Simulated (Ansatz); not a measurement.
Cartesian coordinates (Å):
SMILES: C
```xyz
5

C      0.0000     0.0000     0.0000
H     -0.6605    -0.7933    -0.3475
H     -0.3719     0.9618    -0.3506
H      0.0293    -0.0029     1.0888
H      1.0031    -0.1656    -0.3907
```
Charge 0, spin multiplicity 1.

Calculation: frozen-core CCSD(T)/cc-pVTZ // B3LYP-D3(BJ)/def2-TZVP run with Ansatz (a first-principles code).

| Property | Value |
|---|---|
| HF energy | -40.21333 Ha |
| MP2 correlation energy | -0.19830 Ha |

Q: Estimate the CCSD correlation energy, the (T) correction, the total energy and the T1 diagnostic.

A: 
```json
{
 "CCSD correlation energy": "-0.21848 Ha",
 "(T) correction": "-0.00628 Ha",
 "CCSD(T) total energy": "-40.43810 Ha",
 "T1 diagnostic": "0.007"
}
```
